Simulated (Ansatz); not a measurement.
# C2H5ClO3: the cost of one run

All numbers below are computed with Ansatz 0.2.0 (RKS PBE0-D4/6-31G).

## Step 1: The starting structure

Bond lengths: C1–O2 1.438 Å, O2–C3 1.377 Å, C3–O4 1.417 Å, C3–O5 1.432 Å, C3–Cl6 1.794 Å, C1–H7 1.121 Å, C1–H8 1.034 Å, C1–H9 1.036 Å, O4–H10 0.929 Å, O5–H11 0.978 Å. Angles (14 of 15 angles, heavy atoms first): C1–O2–C3 110.9°, O2–C3–O4 117.9°, O2–C3–O5 113.3°, O2–C3–Cl6 109.0°, O4–C3–O5 104.1°, O4–C3–Cl6 106.2°, O5–C3–Cl6 105.4°, O2–C1–H7 103.4°, O2–C1–H8 111.3°, O2–C1–H9 109.8°, C3–O4–H10 104.5°, C3–O5–H11 99.6°, H7–C1–H8 109.7°, H7–C1–H9 107.5°.

Structure file:

```xyz
11

C    -1.0966   -0.6929   -0.7918
O    -0.9030    0.5369   -0.0730
C     0.3263    0.5554    0.5467
O     0.6047   -0.4552    1.4997
O     1.4243    0.4816   -0.3697
Cl    0.5252    2.1196    1.4032
H    -2.1048   -0.5620   -1.2642
H    -1.1151   -1.5036   -0.1504
H    -0.4012   -0.7657   -1.5562
H     0.9930   -1.1398    1.0064
H     1.8128    1.3687   -0.2301
```

## Step 2: Relaxing end A

The input, input.yaml:

```yaml
crystal:
  periodic: [false, false, false]
  atoms:
    - { symbol: C, position_ang: [-1.0966, -0.6929, -0.7918] }
    - { symbol: O, position_ang: [-0.903, 0.5369, -0.073] }
    - { symbol: C, position_ang: [0.3263, 0.5554, 0.5467] }
    - { symbol: O, position_ang: [0.6047, -0.4552, 1.4997] }
    - { symbol: O, position_ang: [1.4243, 0.4816, -0.3697] }
    - { symbol: Cl, position_ang: [0.5252, 2.1196, 1.4032] }
    - { symbol: H, position_ang: [-2.1048, -0.562, -1.2642] }
    - { symbol: H, position_ang: [-1.1151, -1.5036, -0.1504] }
    - { symbol: H, position_ang: [-0.4012, -0.7657, -1.5562] }
    - { symbol: H, position_ang: [0.993, -1.1398, 1.0064] }
    - { symbol: H, position_ang: [1.8128, 1.3687, -0.2301] }
basis:
  gaussian: { orbitals: "6-31G" }
hamiltonian:
  xc: pbe0
  dispersion: d4
relax:
  f_tol: 0.015
  max_steps: 40
```

Run with:

```sh
> ansatz run input.yaml --threads 1 --pin off --max-ram 2048MiB --backend cpu --events-out ev --progress --plain --runs-dir out
```

**Question.** How long does this run take on 1 thread of Intel Xeon at 2.70GHz, shared host, and how much memory does it need?

About 77 s, with a peak of 0.17 GiB.
